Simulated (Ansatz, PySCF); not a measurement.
Scan of CF4, singlet: flattening of a tetrahedron along the D2d path, bond length relaxed. Scanned: the two opposite F-C-F angles (109.47 = tetrahedral, 180 = square planar). Other coordinates (C-F bond length) were minimised at PBE0/def2-TZVP.

Computed with: RKS-PBE/aug-cc-pVTZ = restricted PBE/aug-cc-pVTZ in Ansatz (a program for electronic structure); B3LYP/def2-TZVP, density fitting (PySCF); CCSD(T)/aug-cc-pVTZ = Ansatz with CCSD(T) on RHF/aug-cc-pVTZ, frozen core.

Energies relative to the lowest point of each profile, in kcal/mol; the last columns give the difference from CCSD(T):

```csv
a / °,RKS-PBE/aug-cc-pVTZ,B3LYP,CCSD(T)/aug-cc-pVTZ,RKS-PBE/aug-cc-pVTZ − CCSD(T)/aug-cc-pVTZ,B3LYP − CCSD(T)/aug-cc-pVTZ
90,35.9,38.3,39.2,-3.3,-0.9
96.50,14.6,15.6,16.0,-1.4,-0.4
101.50,5.2,5.5,5.7,-0.5,-0.1
106.34,0.8,0.8,0.8,-0.1,0.0
109.47,0.0,0.0,0.0,0.0,0.0
116.50,3.3,3.6,3.7,-0.3,-0.1
123,11.4,12.3,12.6,-1.2,-0.3
133,30.3,32.8,33.8,-3.5,-1.0
143,53.6,58.1,60.2,-6.7,-2.1
153,77.2,84.2,87.7,-10.5,-3.5
163,97.0,106.5,111.5,-14.5,-5.1
173,109.5,120.6,126.9,-17.5,-6.3
180,112.1,123.7,130.3,-18.2,-6.6
```

RKS-PBE/aug-cc-pVTZ is furthest from CCSD(T)/aug-cc-pVTZ at 180 (-18.2 kcal/mol, below); its mean absolute difference over the points is 6.0 kcal/mol.

B3LYP is furthest from CCSD(T)/aug-cc-pVTZ at 180 (-6.6 kcal/mol, below); its mean absolute difference over the points is 2.0 kcal/mol.
